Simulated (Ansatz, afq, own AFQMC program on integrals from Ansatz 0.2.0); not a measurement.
AFQMC on a folder of integrals that Ansatz 0.2.0 wrote.

```yaml
crystal:
  periodic: [false, false, false]
  atoms:
    - {symbol: P, position_ang: [0.000000, 0.077819, 1.164095]}
    - {symbol: Mg, position_ang: [0.000000, 0.017370, -1.525734]}
    - {symbol: H, position_ang: [0.000000, -1.243014, 1.686975]}
    - {symbol: H, position_ang: [0.000000, -1.567191, -0.668494]}
basis:
  gaussian: {orbitals: cc-pVDZ}
magnetization: {spin_polarized: true, initial_magnetization: 3}
correlation: {method: ccsd_t, electrons: outside_noble_gas, hamiltonian_folder: ham}
```

```sh
$ ansatz run in.yaml --threads 1 --pin off --events-out ev --progress --plain --max-ram 1382MiB
```

afq runs on the folder ham with

```
--method free --trial cisd --walkers 60 --time-step 0.03 --max-blocks 80 --target-error 0.00036 --factor-cut 1e-05 --seed 6807 --times 0,0.3,0.6,1.2,1.8,2.4,3.6,4.8,6 --taylor-order 8
```

Times are imaginary, in 1/Eh. The walk had a cap of 1002 s.

Output of the walk:

```
orbitals 36  electrons 6 3  factors 266 of 446
reference energy -541.42590956 Eh
CCSD correlation -0.14955317 Eh in 11 cycles, weight of the determinant in the CISD state 0.8946
repeat  energy at the last time / Eh  error
    10  -541.581848  0.001030
    20  -541.581603  0.000870
    30  -541.580974  0.000688
    40  -541.580842  0.000561
    50  -541.580922  0.000492
    60  -541.581317  0.000457
    70  -541.581351  0.000417
    80  -541.581358  0.000382
time / (1/Eh)  energy / Eh  error  mean overlap
  0.00  -541.575449  0.000067  1.1176
  0.30  -541.577657  0.000096  1.1235
  0.60  -541.578792  0.000105  1.1240
  1.20  -541.579889  0.000122  1.1085
  1.80  -541.579936  0.000160  1.1221
  2.40  -541.580293  0.000183  1.1201
  3.60  -541.580459  0.000236  1.1105
  4.80  -541.580462  0.000306  1.1286
  6.00  -541.581358  0.000382  1.0903
energy -541.581358 +/- 0.000382 Eh
```

The run passed its tests (error under three times the target), which doesn't prove that it has relaxed.

Against this walk (error 10.4 meV) on the same determinant: CCSD(T) 55.0 meV higher, CCSDT(Q) 21.8 meV higher. The error is statistical, and a free projection of finite length keeps a remainder of its start. The last points still move (meV from the last: 39 ± 4 at 1.80, 29 ± 5 at 2.40, 24 ± 6 at 3.60, 24 ± 8 at 4.80, 0 ± 10 at 6.00), but the last one has reached CCSDT(Q) within the noise or passed it, so little can be left to fall.

Cautions: remainder of the start not in the error; error above the target (10.4 against 9.8 meV); lower spins were not checked.

The walk took 6.5 min on 1 thread of Intel(R) Xeon(R) Platinum 8259CL CPU @ 2.50GHz (Skylake/Cascade Lake), with other jobs on the host. The log's last line is the free-projection energy.

CCSDT and higher add their correlation energy to the determinant of the CCSD(T) run, since their own runs factorise the integrals more tightly (a shift of under 2 meV). A walk keeps the symmetry of its determinant, which the program's search chose and which needn't be the lowest solution, so a lower state of the same spin and another symmetry isn't excluded.
